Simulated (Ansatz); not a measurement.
A run for Ansatz (a first-principles code): R-CCSD(T)/aug-cc-pVDZ on C2H8 (a complex).

Ansatz 0.2 input:
```yaml
crystal:
  periodic: [false, false, false]
  atoms:
    - {symbol: C, position_ang: [-0.00000000, 0.00000000, 1.80727900]}
    - {symbol: H, position_ang: [-0.00000000, 1.02664300, 1.44240000]}
    - {symbol: H, position_ang: [-0.88909900, -0.51332200, 1.44240000]}
    - {symbol: H, position_ang: [-0.00000000, 0.00000000, 2.89684300]}
    - {symbol: H, position_ang: [0.88909900, -0.51332200, 1.44240000]}
    - {symbol: C, position_ang: [-0.00000000, -0.00000000, -1.80727900]}
    - {symbol: H, position_ang: [0.88909900, 0.51332200, -1.44240000]}
    - {symbol: H, position_ang: [-0.00000000, -0.00000000, -2.89684300]}
    - {symbol: H, position_ang: [-0.88909900, 0.51332200, -1.44240000]}
    - {symbol: H, position_ang: [-0.00000000, -1.02664300, -1.44240000]}
basis:
  gaussian:
    orbitals: aug-cc-pVDZ
magnetization: {spin_polarized: false}
correlation: {method: ccsd_t, electrons: outside_noble_gas}
scf: {lower_state_search: off}
```

Output:

```
WARN ansatz: RAYON_NUM_THREADS=1 ignored (pool sized by the plan → 1); use --threads N
Functional definition: HF
these checks for a lower state are left out or cut short: stability, starts, cluster_reference, orbital_swaps, neighbouring_geometries, increment
integrals: 0.21 GiB planned
1144 factors; integrals over basis functions are off by at most 1.2e-3 eV
mean field: 0.23 GiB planned
mean field evaluation 1: about -2184.9349 eV, gradient 3.3e1 eV
mean field evaluation 2: about -2184.9348 eV, gradient 3.3e1 eV
mean field evaluation 4: about -2187.7380 eV, gradient 2.2e0 eV
mean field evaluation 8: about -2187.7625 eV, gradient 3.7e-6 eV
mean field -2187.76248848 eV, -80.3987885331 hartree, gradient 4.3e-6 eV, S^2 0.000000; 0 other end points of the search recorded, 0 dependent functions left out
2 core orbitals not correlated
reference -2187.76248848 eV, -80.3987885331 hartree; 8, 8 occupied and 108, 108 virtual orbitals, 1144 factors
second order -9.19201853 eV of doubles, -0.00000000 eV of singles
coupled cluster: 0.58 GiB planned
cycle   1  -10.13678148 eV  change   -9.4e-1 eV  update   6.0e-2
cycle   2  -10.43579690 eV  change   -3.0e-1 eV  update   1.8e-2
cycle   3  -10.45788630 eV  change   -2.2e-2 eV  update   4.2e-3
cycle   4  -10.45831474 eV  change   -4.3e-4 eV  update   1.1e-3
cycle   5  -10.45830244 eV  change    1.2e-5 eV  update   2.8e-4
cycle   6  -10.45837248 eV  change   -7.0e-5 eV  update   8.0e-5
cycle   7  -10.45840469 eV  change   -3.2e-5 eV  update   1.8e-5
cycle   8  -10.45841321 eV  change   -8.5e-6 eV  update   5.2e-6
perturbative correction -0.25076337 eV, -0.0092153837 hartree
Total energy: -2198.47166506 eV, -80.7923435135 hartree
Checks for a lower state left out: stability, starts, cluster_reference, orbital_swaps, neighbouring_geometries, increment
```

Self-consistency was reached.

Cost: around 4 core-seconds (rough).
